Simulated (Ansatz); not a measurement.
**Nb (bcc): energy against volume**

These are results of DFT, LDA (PW92), plane waves (420 eV) with PAW, scalar-relativistic (Ansatz 0.2.0), not measurements. (PAW data from PBE, frozen cores regenerated.)

The cell is scaled uniformly from the relaxed one, with fractional coordinates and shape fixed. Energies are extrapolated to zero smearing, pressures are those at the given smearing. Magnetic state: spin not included.

A Birch-Murnaghan fit gives V₀ = 17.13 Å³/atom, B₀ = 189 GPa, B₀′ = 3.5.

(1) What are the energy above the minimum and the pressure at 15.052 Å³/atom?

(2) What are the energy above the minimum and the pressure at 15.736 Å³/atom?

(3) What are the energy above the minimum and the pressure at 19.157 Å³/atom?

Answers

(1) 179.5 meV/atom and 31.03 GPa as computed.

(2) 75.5 meV/atom and 18.89 GPa as computed.

(3) 120.3 meV/atom and -17.17 GPa as computed.
